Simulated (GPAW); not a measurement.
# H3PO (SMILES O=[PH3]): PBEsol/real-space grid (scalar-relativistic datasets)

Wanted: a geometry optimisation of H3PO. 

Program for the calculation: GPAW 26.7.0.

6 further runs of the same task are left out: 6 set aside as unsound or not needed.

## 1. The structure to begin with

H3PO: 5 atoms, total charge 0, spin state singlet. SMILES: `O=[PH3]`. Geometry: embedded from SMILES. The run starts from this shape.

Bond lengths: O1–P2 1.511 Å, P2–H3 1.408 Å, P2–H4 1.408 Å, P2–H5 1.408 Å. Angles: O1–P2–H3 109.5°, O1–P2–H4 109.5°, O1–P2–H5 109.5°, H3–P2–H4 109.5°, H3–P2–H5 109.5°, H4–P2–H5 109.5°.

## 2. A structure relaxation at PBEsol/real-space grid (scalar-relativistic datasets)

The input, run.py:

```python
from ase import Atoms
from ase.io import write
from ase.optimize import FIRE2
from gpaw import GPAW, setup_paths
from gpaw.atom.configurations import parameters
from gpaw.atom.generator import Generator
from rdkit import Chem
from rdkit.Chem import AllChem

# Set up the molecule
rd = Chem.AddHs(Chem.MolFromSmiles('O=[PH3]'))
AllChem.EmbedMolecule(rd, randomSeed=512)
AllChem.UFFOptimizeMolecule(rd)
atoms = Atoms([a.GetSymbol() for a in rd.GetAtoms()], positions=rd.GetConformer().GetPositions())
write('start.xyz', atoms)
atoms.set_cell([12.0, 12.0, 12.0])
atoms.center()

# Generate the setups first
for symbol in ['H', 'O', 'P']:
    Generator(symbol, xcname='PBEsol', scalarrel=True, nofiles=True, txt=None).run(**parameters[symbol])
setup_paths.insert(0, '.')

# Calculator
calculator = GPAW(mode='fd',
                  h=0.2,
                  xc='PBEsol',
                  maxiter=100,
                  symmetry='off',
                  txt='mol.txt')
atoms.calc = calculator

opt = FIRE2(atoms, trajectory='mol.traj')
converged = opt.run(fmax=0.05, steps=100)
print('Converged:', converged)
print(f'Final energy            {atoms.get_potential_energy():.5f} eV')
write('relaxed.xyz', atoms)
```

Command:

```sh
python run.py > run.log
```

The program printed:

```text
Step     Time          Energy          fmax
FIRE2:    0 hh:mm:ss      -23.168703        3.111843
FIRE2:    1 hh:mm:ss      -23.245505        1.411580
FIRE2:    2 hh:mm:ss      -23.289072        2.289044
FIRE2:    3 hh:mm:ss      -23.354042        0.479741
FIRE2:    4 hh:mm:ss      -23.374261        1.003719
FIRE2:    5 hh:mm:ss      -23.394154        0.397712
FIRE2:    6 hh:mm:ss      -23.394448        0.368689
FIRE2:    7 hh:mm:ss      -23.396488        0.333774
FIRE2:    8 hh:mm:ss      -23.399174        0.283057
FIRE2:    9 hh:mm:ss      -23.401867        0.219843
FIRE2:   10 hh:mm:ss      -23.404061        0.150789
FIRE2:   11 hh:mm:ss      -23.405467        0.084635
FIRE2:   12 hh:mm:ss      -23.406099        0.106171
FIRE2:   13 hh:mm:ss      -23.406460        0.123910
FIRE2:   14 hh:mm:ss      -23.406884        0.098698
FIRE2:   15 hh:mm:ss      -23.407213        0.066622
FIRE2:   16 hh:mm:ss      -23.407438        0.039240
Converged: True
Final energy            -23.40744 eV
```

mol.txt, cut to the lines that bear on the results:

```text
[...]
Converged in 15 steps
[...]
dipole moment: (-0.670293, -0.307236, 0.366916)  # |e|*Ang
[...]
Converged in 8 steps
[...]
dipole moment: (-0.597025, -0.272420, 0.332963)  # |e|*Ang
[...]
|iter     |     time |      energy | eigst |  dens |
[...]
|iter:   1| 00:02:19 |  -23.595597 | -2.88 |       |
[...]
|iter:   8| 00:02:24 |  -23.407438c| -7.92c| -5.16c|
Converged in 8 steps
[...]
Energy contributions relative to reference atoms: (reference = -11357.591918)
Energy contributions:
  Kinetic:          25.549920
  Coulomb:         -27.489214
  Zero:              0.584480
  External:          0.000000
  Xc:              -22.052624
  Entropy:           0.000000
  Spinorbit:         0.000000
  ----------------------------
  Free energy:     -23.407438
  Extrapolated:    -23.407438
dipole moment: (-0.596058, -0.271933, 0.332784)  # |e|*Ang
Fermi level: -4.093
Eigenvalues  # (at kpt = [0.000, 0.000, 0.000])
| band index |      eig [eV] | occ [0-2] |
|------------|---------------|-----------|
|          0 |       -24.151 |     2.000 |
|          1 |       -16.052 |     2.000 |
|          2 |       -10.830 |     2.000 |
[... 7 lines of this table left out ...]
|         10 |         0.007 |     0.000 |
Gap: 5.644 eV
Transition (v -> c):
[...]
Forces  # eV/Ang
|        x |        y |        z |
|----------|----------|----------|
| -0.02091 | -0.00283 | -0.00362 |  # O    0
| -0.01148 |  0.00270 | -0.01247 |  # P    1
| -0.02899 | -0.02128 | -0.01570 |  # H    2
|  0.02283 | -0.00049 |  0.00401 |  # H    3
| -0.01043 |  0.03142 | -0.00537 |  # H    4
Force computation time: 0.034  # s
timing:  # [seconds]
  Total:  144.929  # ━━━━━━━━━━━━━━━━━━━━━━━━━━━━━━━━━━━━━━━━━━━━━━━━━━━━━━━━
  Init:     1.439  # ╸
  SCF:    133.996  # ━━━━━━━━━━━━━━━━━━━━━━━━━━━━━━━━━━━━━━━━━━━━━━━━━━━━
  Forces:   0.608  #
  Move:     8.787  # ━━━╸
```

Wall time 2.4 min (1 thread of Arm Neoverse V2, shared host); peak memory 0.6 GiB.

The path in brief:

```
step  energy from the first frame kept (eV)  largest force (eV/Å)
   0                                 0.0000                3.1118
   1                                -0.0768                1.4116
   2                                -0.1204                2.2890
   3                                -0.1853                0.4797
   4                                -0.2056                1.0037
   5                                -0.2255                0.3977
   6                                -0.2257                0.3687
   7                                -0.2278                0.3338
   8                                -0.2305                0.2831
   9                                -0.2332                0.2198
  10                                -0.2354                0.1508
  11                                -0.2368                0.0846
  12                                -0.2374                0.1062
  13                                -0.2378                0.1239
  14                                -0.2382                0.0987
  15                                -0.2385                0.0666
  16                                -0.2387                0.0392
```

After the run. Bond lengths: O1–P2 1.492 Å, P2–H3 1.429 Å, P2–H4 1.430 Å, P2–H5 1.430 Å. Angles: O1–P2–H3 116.9°, O1–P2–H4 117.2°, O1–P2–H5 117.3°, H3–P2–H4 101.0°, H3–P2–H5 100.8°, H4–P2–H5 100.8°.

## 3. Summary of results

Level: PBEsol/real-space grid (scalar-relativistic datasets).

| quantity | value |
| --- | --- |
| energy as printed (from the program's reference atoms) | -23.4074 eV |
| dipole moment | 3.53 D |
| HOMO energy | -6.91 eV |
| LUMO energy | -1.27 eV |
| HOMO–LUMO gap | 5.64 eV |

**Reading.** At the final geometry: Bond lengths: O1–P2 1.492 Å, P2–H3 1.429 Å, P2–H4 1.430 Å, P2–H5 1.430 Å. Angles: O1–P2–H3 116.9°, O1–P2–H4 117.2°, O1–P2–H5 117.3°, H3–P2–H4 101.0°, H3–P2–H5 100.8°, H4–P2–H5 100.8°. The optimisation took 16 steps and changed the energy by -0.239 eV.
